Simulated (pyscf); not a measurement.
Thermochemistry of product channels of `[OH][Si]([OH])([F])[F]` + `[NH3]` on the singlet surface, in kcal/mol, from ωB97M-D3(BJ)/def2-TZVP energies (ideal gas, 1 atm, RRHO with modes under 100 cm⁻¹ raised to 100, one conformer, R ln 2 for chiral ones without a mode under 150 cm⁻¹). Optimised with ωB97X-D3(BJ)/def2-SVP in PySCF.

| products | ΔE | ΔH(298 K) | ΔG(298 K) | ΔG(900 K) |
|---|---|---|---|---|
| `[OH2]` + `[NH2][Si]([OH])([F])[F]` | ? | +9.6 | +9.6 | +9.1 |
| `[NH2][Si]([OH])([OH])[F]` + `[FH]` | +19.7 | +19.0 | +19.8 | +20.2 |

Question: What belongs in the gaps?

Answer: 
- `[OH2]` + `[NH2][Si]([OH])([F])[F]`, ΔE: +9.9

These are energies of the channels, which say nothing of barriers.
